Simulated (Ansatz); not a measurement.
**C₂H₃NO (SMILES NC#CO): single points off equilibrium**

One table from this session's results is given with a row withheld; the runs are named, their logs left out.

Method: single points in def2-TZVPP; program: Ansatz 0.2.0, Gaussian basis.

Correlated methods freeze the cores.

### Starting geometry

SMILES `NC#CO`, 7 atoms, charge 0, spin multiplicity 1.

Atoms are counted from 1 here; the program's logs count them from 0.

Bond lengths: N1–C2 1.363 Å, N1–H5 1.021 Å, N1–H6 0.989 Å, C2–C3 1.181 Å, C3–O4 1.267 Å, O4–H7 1.035 Å. Angles: C2–N1–H5 109.8°, C2–N1–H6 114.2°, H5–N1–H6 112.7°, N1–C2–C3 173.1°, C2–C3–O4 175.9°, C3–O4–H7 112.0°.

Coordinates:

```csv
atom,x (Å),y (Å),z (Å)
N1,-0.65890,1.44050,0.08420
C2,-0.12070,0.19690,-0.06380
C3,0.35480,-0.88410,-0.04990
O4,0.88670,-2.03170,-0.12150
H5,-0.99580,1.78050,-0.81810
H6,-1.34380,1.50320,0.79530
H7,1.90220,-2.00160,0.07500
```

Set-up of the first run:

File run/in.yaml:

```yaml
crystal:
  periodic: [false, false, false]
  atoms:
    - {symbol: N, position_ang: [-0.658900, 1.440500, 0.084200]}
    - {symbol: C, position_ang: [-0.120700, 0.196900, -0.063800]}
    - {symbol: C, position_ang: [0.354800, -0.884100, -0.049900]}
    - {symbol: O, position_ang: [0.886700, -2.031700, -0.121500]}
    - {symbol: H, position_ang: [-0.995800, 1.780500, -0.818100]}
    - {symbol: H, position_ang: [-1.343800, 1.503200, 0.795300]}
    - {symbol: H, position_ang: [1.902200, -2.001600, 0.075000]}
basis:
  gaussian: {orbitals: def2-TZVPP}
correlation: {method: ccsd_t}
output: {forces: true}
```

The command line of these runs was not kept.

Steps of the session up to this table: CCSD(T)/def2-TZVPP; PBE0-D4/def2-TZVPP; wB97M-V/def2-TZVPP; r2SCAN-D4/def2-TZVPP; PBE-D4/def2-TZVPP; BHLYP-D4/def2-TZVPP; CAM-B3LYP-D4/def2-TZVPP.

One table of the session follows, with a row left open; its other results are not shown here.

```
      method  RMS force component (eV/Å)  angle to CCSD(T) forces (°)  dipole (D)
     CCSD(T)                       1.450                    reference        0.55
     PBE0-D4                       1.322                         10.2        0.58
     wB97M-V                       1.345                         10.0        0.56
   r2SCAN-D4                       1.315                         10.3        0.57
      PBE-D4                       1.376                         17.5        0.57
    BHLYP-D4                       1.358                         21.9        0.60
CAM-B3LYP-D4                           ?                            ?           ?
```

Q: Estimate the row for CAM-B3LYP-D4 from the others.

**Answer.** RMS force component (eV/Å): 1.295; angle to CCSD(T) forces (°): 13.4; dipole (D): 0.58. In the column «RMS force component (eV/Å)» it is the lowest.
